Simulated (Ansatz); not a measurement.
Reactions of C4H4OS, SMILES `Oc1ccsc1`.

Computed with Ansatz on PBE0-D4/def2-TZVP structures; ΔE is electronic, products minus reactants. CBS: MP2 limit from def2 TZ/QZ plus the TZ coupled-cluster correction, frozen cores. This one scheme is used for every species, atoms too. Functionals use def2-TZVPP. No spin–orbit coupling; open shells (•) take unrestricted orbitals. Spin–orbit coupling would lower the free atoms: a little for C, O, S. Each species was taken in one conformer, which may not be the lowest.

```json
{"reaction": "`Oc1ccsc1` + HCl → `Clc1ccsc1` + H₂O", "CCSD/CBS(def2) (kcal/mol)": "-3.0", "MP2/CBS(def2) (kcal/mol)": "-6.2", "r2SCAN-D4 (kcal/mol)": "-1.3"}
{"reaction": "`Oc1ccsc1` → `CC#COC=S`", "CCSD/CBS(def2) (kcal/mol)": "61.7", "MP2/CBS(def2) (kcal/mol)": "67.7", "r2SCAN-D4 (kcal/mol)": "64.5"}
{"reaction": "`Oc1ccsc1` + H₂ → `c1ccsc1` + H₂O", "CCSD/CBS(def2) (kcal/mol)": "-24.4", "MP2/CBS(def2) (kcal/mol)": "-24.1", "r2SCAN-D4 (kcal/mol)": "-19.6"}
{"reaction": "`Oc1ccsc1` → 4 C• + 4 H• + O• + S•", "CCSD/CBS(def2) (kcal/mol)": "1036.7", "MP2/CBS(def2) (kcal/mol)": "1099.9", "r2SCAN-D4 (kcal/mol)": "1074.7"}
{"reaction": "`Oc1ccsc1` → `C=CSC#CO`", "CCSD/CBS(def2) (kcal/mol)": "62.2", "MP2/CBS(def2) (kcal/mol)": "68.3", "r2SCAN-D4 (kcal/mol)": "65.8"}
```

Q: Give the CCSD(T)/CBS values in the same order. (Best estimate.)

A: Ansatz gave: -3.6, 62.7, -23.6, 1061.5, 63.6 kcal/mol.

Largest T1 diagnostic: 0.016, for `CC#COC=S`.
